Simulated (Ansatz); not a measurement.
# BH2Cl (SMILES BCl) at 6 levels

Aim: a comparison of 6 runs (B2PLYP/STO-3G, PBE/STO-3G, PBE0/STO-3G, r2SCAN/STO-3G, CCSD(T)/STO-3G, FCI/STO-3G) of BH2Cl. 

The calculation is run with Ansatz 0.2.0.

56 further runs of the same task are left out: 2 that didn't finish, 54 set aside as unsound or not needed.

## 1. The molecule

BH2Cl: 4 atoms, total charge 0, spin state singlet. SMILES: `BCl`. The Cl2–B1 distance was set to 2.600 Å, away from the relaxed value.

Bond lengths: B1–H3 1.190 Å, B1–H4 1.190 Å. Angles: H3–B1–H4 123.7°. A long bond or contact: B1–Cl2 2.600 Å.

## 2. A single-point energy at B2PLYP/STO-3G (run 1)

File job.yaml:

```yaml
crystal:
  periodic: [false, false, false]
  atoms:
    - {symbol: B, position_ang: [-0.857556, 0.230202, -0.473553]}
    - {symbol: Cl, position_ang: [1.365000, -0.395300, 0.721200]}
    - {symbol: H, position_ang: [-1.847056, -0.350998, -0.157853]}
    - {symbol: H, position_ang: [-0.827456, 1.081302, -1.304853]}
basis:
  gaussian: {orbitals: STO-3G}
hamiltonian: {xc: {name: B2PLYP}}
total_charge: 0
correlation: {frozen_orbitals: {B: 1, Cl: 5, H: 0}}
accuracy: high
```

Command:

```
$ ansatz run job.yaml --threads 1 --pin off --max-ram 2610MiB --events-out events.jsonl --progress --plain --runs-dir runs
```

The program printed:

```text
Warning: RAYON_NUM_THREADS=1 ignored (pool sized by the plan → 1); use --threads N
Functional definition: B2PLYP
  name "B2PLYP"
  parameter a = 0.53
  parameter c = 0.27
  exchange = (1 - a)*b88_x + a*exact_x
  correlation = (1 - c)*lyp_c + c*(mp2_os + mp2_ss)
253 factors; integrals over basis functions are off by at most 1.9e-8 eV
mean field evaluation 1: about -13073.6258 eV, gradient 1.8e1 eV
mean field evaluation 2: about -13073.6103 eV, gradient 1.8e1 eV
mean field evaluation 4: about -13076.8112 eV, gradient 3.6e0 eV
mean field evaluation 8: about -13076.9114 eV, gradient 1.0e-1 eV
mean field evaluation 16: about -13076.9115 eV, gradient 1.5e-7 eV
mean field -13076.91151643 eV, -480.5676343797 hartree, gradient 3.0e-8 eV, S^2 0.000000; 0 other end points of the search recorded, 0 dependent functions left out; unrestricted orbitals would lower it
6 core orbitals not correlated: weight in the atoms' cores, before any rotation towards them, 1.000 or more for the frozen orbitals, at most 0.000 for the correlated occupied ones
reference -13076.91153297 eV, -480.5676349877 hartree; 6, 6 occupied and 4, 4 virtual orbitals, 253 factors
second order -2.16245967 eV of doubles, -0.00000000 eV of singles
Total energy: -13077.49539708 eV, -480.5890915981 hartree
```

Wall time 0.97 s (1 thread of Arm Neoverse V1, shared host).

## 3. A single-point energy at PBE/STO-3G (run 2)

File run.yaml:

```yaml
crystal:
  periodic: [false, false, false]
  atoms:
    - {symbol: B, position_ang: [-0.857556, 0.230202, -0.473553]}
    - {symbol: Cl, position_ang: [1.365000, -0.395300, 0.721200]}
    - {symbol: H, position_ang: [-1.847056, -0.350998, -0.157853]}
    - {symbol: H, position_ang: [-0.827456, 1.081302, -1.304853]}
basis:
  gaussian: {orbitals: STO-3G}
hamiltonian: {xc: pbe}
accuracy: high
```

Command:

```
$ ansatz run run.yaml --threads 1 --pin off --max-ram 2610MiB --events-out events.jsonl --progress --plain --runs-dir runs
```

The program printed:

```text
Warning: RAYON_NUM_THREADS=1 ignored (pool sized by the plan → 1); use --threads N
Functional definition: PBE
  name "PBE"
  parameter kappa = 0.804
  parameter beta = 0.06672455060314922
  exchange = pbe_x(kappa = kappa, mu = beta*pi^2/3)
  correlation = pbe_c(beta = beta)
253 factors; integrals over basis functions are off by at most 1.9e-8 eV
mean field evaluation 1: about -13073.3371 eV, gradient 2.0e1 eV
mean field evaluation 2: about -12983.7667 eV, gradient 8.4e1 eV
mean field evaluation 4: about -13075.8122 eV, gradient 1.1e1 eV
mean field evaluation 8: about -13075.7617 eV, gradient 1.1e1 eV
mean field evaluation 16: about -13076.6377 eV, gradient 1.1e-8 eV
mean field -13076.63765324 eV, -480.5575700932 hartree, gradient 1.1e-8 eV, S^2 0.000000; 0 other end points of the search recorded, 0 dependent functions left out
reference -13076.63765492 eV, -480.5575701549 hartree; 12, 12 occupied and 4, 4 virtual orbitals, 253 factors
Total energy: -13076.63765492 eV, -480.5575701549 hartree
```

Run time: 0.85 s. Hardware: 1 thread of Arm Neoverse V1, shared host.

Run 3 isn't shown in full; the table further down has it.

## 4. The energy at r2SCAN/STO-3G (run 4)

File input.yaml:

```yaml
crystal:
  periodic: [false, false, false]
  atoms:
    - {symbol: B, position_ang: [-0.857556, 0.230202, -0.473553]}
    - {symbol: Cl, position_ang: [1.365000, -0.395300, 0.721200]}
    - {symbol: H, position_ang: [-1.847056, -0.350998, -0.157853]}
    - {symbol: H, position_ang: [-0.827456, 1.081302, -1.304853]}
basis:
  gaussian:
    orbitals: STO-3G
hamiltonian:
  xc: r2scan
accuracy: high
```

Command:

```
$ ansatz run input.yaml --threads 1 --pin off --max-ram 2610MiB --events-out events.jsonl --progress --plain --runs-dir runs
```

The program printed:

```text
Warning: RAYON_NUM_THREADS=1 ignored (pool sized by the plan → 1); use --threads N
Functional definition: r2SCAN
  name "r2SCAN"
  parameter k0 = 0.174
  parameter k1 = 0.065
  parameter a1 = 4.9479
  exchange = r2scan_x(k0 = k0, k1 = k1, a1 = a1)
  correlation = r2scan_c
253 factors; integrals over basis functions are off by at most 1.9e-8 eV
mean field evaluation 1: about -13079.5687 eV, gradient 1.9e1 eV
mean field evaluation 2: about -12994.4521 eV, gradient 8.7e1 eV
mean field evaluation 4: about -13082.3085 eV, gradient 7.9e0 eV
mean field evaluation 8: about -13082.7352 eV, gradient 3.5e-2 eV
mean field evaluation 16: about -13082.6784 eV, gradient 9.3e-6 eV
mean field -13082.67842062 eV, -480.7795642000 hartree, gradient 3.4e-8 eV, S^2 0.000000; 0 other end points of the search recorded, 0 dependent functions left out
reference -13082.67842095 eV, -480.7795642119 hartree; 12, 12 occupied and 4, 4 virtual orbitals, 253 factors
Total energy: -13082.67842095 eV, -480.7795642119 hartree
```

It took 1.9 s on 1 thread of Arm Neoverse V1, shared host; peak memory 0.12 GiB.

Run 5 isn't shown in full; the table further down has it.

## 5. The energy at FCI/STO-3G (run 6)

Edit job.yaml of step 2 so:

```diff
@@ -8,6 +8,7 @@
 basis:
-  gaussian: {orbitals: STO-3G}
-hamiltonian: {xc: {name: B2PLYP}}
-total_charge: 0
-correlation: {frozen_orbitals: {B: 1, Cl: 5, H: 0}}
+  gaussian:
+    orbitals: STO-3G
+correlation:
+  method: fci
+  frozen_orbitals: {B: 1, Cl: 5, H: 0}
 accuracy: high
```

Command:

```
$ ansatz run job.yaml --threads 1 --pin off --max-ram 2610MiB --events-out events.jsonl --progress --plain --runs-dir runs
```

The program printed:

```text
Warning: RAYON_NUM_THREADS=1 ignored (pool sized by the plan → 1); use --threads N
Functional definition: HF
  name "HF"
  exchange = exact_x
  correlation = 0
253 factors; integrals over basis functions are off by at most 1.9e-8 eV
mean field evaluation 1: about -13057.7281 eV, gradient 1.7e1 eV
mean field evaluation 2: about -13057.7320 eV, gradient 1.7e1 eV
mean field evaluation 4: about -13060.8638 eV, gradient 1.8e0 eV
mean field evaluation 8: about -13060.8842 eV, gradient 7.0e-2 eV
mean field -13060.88426960 eV, -479.9786439226 hartree, gradient 1.1e-8 eV, S^2 0.000000; 0 other end points of the search recorded, 0 dependent functions left out; unrestricted orbitals would lower it
mean field evaluation 16: about -13060.9221 eV, gradient 1.5e1 eV
6 core orbitals not correlated: weight in the atoms' cores, before any rotation towards them, 1.000 or more for the frozen orbitals, at most 0.000 for the correlated occupied ones
reference -13060.88426960 eV, -479.9786439226 hartree; 6, 6 occupied and 4, 4 virtual orbitals, 253 factors
state -13063.18553541 eV, -480.0632138811 hartree
Total energy: -13063.18553541 eV, -480.0632138811 hartree
```

Run time: 0.32 s. Hardware: 1 thread of Arm Neoverse V1, shared host.

## 6. Overview of the runs

| run | level | frozen core orbitals | energy (Eh) | wall time |
| --- | --- | --- | --- | --- |
| 1 | B2PLYP/STO-3G | 6 | -480.589092 | 0.97 s |
| 2 | PBE/STO-3G | – | -480.557570 | 0.85 s |
| 3 | PBE0/STO-3G | – | -480.628876 | 0.7 s |
| 4 | r2SCAN/STO-3G | – | -480.779564 | 1.9 s |
| 5 | CCSD(T)/STO-3G | 6 | -480.062382 | 0.12 s |
| 6 | FCI/STO-3G | 6 | -480.063214 | 0.32 s |

## 7. Results

```
                                          quantity          value
                               run 6: total energy  -480.06321 Eh
run 6: correlation energy (6 core orbitals frozen)      -84.6 mEh
```

In words: Against full CI in this basis: CCSD(T) +0.8 mEh. Totals of different functionals can't be ranked against each other. In run 5 the T1 diagnostic is large, so a single reference may not serve. In runs 1, 5 the log says that unrestricted orbitals would lower the reference, so the values rest on an unstable closed-shell determinant (other closed-shell runs at this shape may share the fault). In runs 1, 2, 3, 4, 5, 6 the basis is minimal, so the values are rough. All runs together took 4.8 s, the longest 1.9 s.
